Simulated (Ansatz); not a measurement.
Run this with Ansatz 0.2.0, Python API and show what comes out.

Script `md_ch5n.py`:
```python
"""Molecular dynamics of one CH5N molecule."""

import ansatz as az
import numpy as np

geometry_ang = [
    ("C", (-0.47795, -0.13864, -0.28538)),
    ("N", (0.79675, 0.39012, 0.16831)),
    ("H", (-0.97622, -0.8034, 0.43479)),
    ("H", (-0.31409, -0.69304, -1.20862)),
    ("H", (-1.1434, 0.69682, -0.49888)),
    ("H", (1.44208, -0.36858, 0.36324)),
    ("H", (0.67283, 0.91672, 1.02653)),
]
geometry = az.Crystal.molecule()
for symbol, xyz in geometry_ang:
    geometry = geometry.atom(symbol, xyz)

model = (
    geometry.calculation()
    .basis(gaussian="6-31G*")
    .functional("pbe")
)
symbols = [site.symbol for site in geometry.cartesian_sites]
start = np.array([site.position_ang for site in geometry.cartesian_sites], dtype=float)
report = model.relax(force_tolerance=0.02, max_steps=100).run().report
end = np.array(report["positions_ang"])
minimum = az.Crystal.molecule()
for symbol, place in zip(symbols, end):
    minimum = minimum.atom(symbol, place.tolist())

# dynamics from the relaxed geometry
model = (
    minimum.calculation()
    .basis(gaussian="6-31G*")
    .functional("pbe")
    .md("nve", timestep=0.25, steps=30, temperature=300, initial_velocities="maxwell_boltzmann", seed=68)
)
frames = []
done = model.session().plan().execute(on_event=lambda e: frames.append(e["data"]) if e["event"] == "md_step" else None)
print("t (fs)   E_pot (eV)      E_kin (eV)   T (K)   d(0-1) (A)")
for f in frames[::3]:
    xyz = np.array(f["positions_ang"])
    print(f"{f['time_fs']:6.2f} {f['lagrangian_ev']:14.5f} {f['e_kin_ev']:10.5f} {f['temperature_k']:8.1f} {np.linalg.norm(xyz[0] - xyz[1]):9.4f}")
kept = np.array([f["conserved_ev"] for f in frames])
print(f"conserved energy moves by at most {1000 * np.ptp(kept):.3f} meV")
```

```console
$ python md_ch5n.py
t (fs)   E_pot (eV)      E_kin (eV)   T (K)   d(0-1) (A)
  0.00    -2604.60736    0.19389    300.0    1.4680
  0.75    -2604.59860    0.18515    286.5    1.4723
  1.50    -2604.57527    0.16187    250.5    1.4764
  2.25    -2604.54470    0.13136    203.2    1.4803
  3.00    -2604.51469    0.10138    156.9    1.4838
  3.75    -2604.49013    0.07683    118.9    1.4869
  4.50    -2604.47245    0.05915     91.5    1.4896
  5.25    -2604.46156    0.04826     74.7    1.4919
  6.00    -2604.45788    0.04460     69.0    1.4938
  6.75    -2604.46267    0.04939     76.4    1.4954
  7.50    -2604.47669    0.06340     98.1    1.4966
conserved energy moves by at most 0.192 meV
```

Reading the output:
- Total energies depend on the basis set; only differences at equal settings carry meaning.
- The trajectory is only some femtoseconds long, so its temperature is not equilibrated; where the script doesn't relax first, it starts from a rough generated geometry.
- The temperature counts the internal degrees of freedom alone.
- Run time: 24 s on 1 thread of Arm Neoverse V2, on a shared host, peak memory 0.17 GiB.
